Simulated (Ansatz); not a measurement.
# CH8Si2: the cost of one run

All numbers below are computed with Ansatz 0.2.0 (RKS r2SCAN/def2-SVP).

## (1) The system as given

Bond lengths: Si1–C3 1.903 Å, Si1–H5 1.467 Å, Si1–Si6 2.307 Å, C3–H7 1.091 Å, C3–H8 1.090 Å, Si6–H9 1.471 Å, Si6–H10 1.468 Å, Si6–H11 1.470 Å. Angles: Si1–C3–H7 119.9°, Si1–C3–H8 112.8°, H7–C3–H8 107.4°, C3–Si1–H5 108.4°, C3–Si1–Si6 131.3°, H5–Si1–Si6 111.7°, Si1–Si6–H9 111.1°, Si1–Si6–H10 110.0°, Si1–Si6–H11 116.9°, H9–Si6–H10 106.5°, H9–Si6–H11 105.5°, H10–Si6–H11 106.3°.

Coordinates:

```xyz
11

Si   -0.2128    0.3486   -0.3878
H     0.6423   -0.0415   -2.0064
C     1.6272    0.8318   -0.3568
H     1.4277    0.4800   -1.6910
H    -0.9842    1.4907   -0.8913
Si   -1.4653   -0.9654    1.0352
H     1.9364    1.7626    0.1200
H     2.2666    0.0384    0.0310
H    -0.7299   -1.2526    2.2764
H    -1.7425   -2.2628    0.4059
H    -2.7656   -0.4297    1.4648
```

## (2) Pulling towards end A

Springs on the bonds that form and break draw the guess towards this end; the thresholds are loose.

The input, input.yaml:

```yaml
crystal:
  periodic: [false, false, false]
  atoms:
    - { symbol: Si, position_ang: [-0.2128, 0.3486, -0.3878] }
    - { symbol: H, position_ang: [0.6423, -0.0415, -2.0064] }
    - { symbol: C, position_ang: [1.6272, 0.8318, -0.3568] }
    - { symbol: H, position_ang: [1.4277, 0.48, -1.691] }
    - { symbol: H, position_ang: [-0.9842, 1.4907, -0.8913] }
    - { symbol: Si, position_ang: [-1.4653, -0.9654, 1.0352] }
    - { symbol: H, position_ang: [1.9364, 1.7626, 0.12] }
    - { symbol: H, position_ang: [2.2666, 0.0384, 0.031] }
    - { symbol: H, position_ang: [-0.7299, -1.2526, 2.2764] }
    - { symbol: H, position_ang: [-1.7425, -2.2628, 0.4059] }
    - { symbol: H, position_ang: [-2.7656, -0.4297, 1.4648] }
basis:
  gaussian: { orbitals: def2-SVP }
hamiltonian:
  xc: r2scan
relax:
  f_tol: 0.15
  max_steps: 25
  restrain:
    - { distance: [3, 1], at: 1.92, k: 30.0 }
    - { distance: [0, 1], at: 1.42, k: 30.0 }
    - { distance: [3, 2], at: 1.07, k: 30.0 }
output:
  orbitals: {}
```

Run with:

```sh
> ansatz run input.yaml --threads 2 --pin off --max-ram 3072MiB --backend cpu --events-out ev --progress --plain --runs-dir out
```

**Question.** How long does this run take on 2 threads of AMD EPYC 9R14 (Zen 4), shared host, and how much memory does it need?

About 11 s, with a peak of 0.16 GiB.
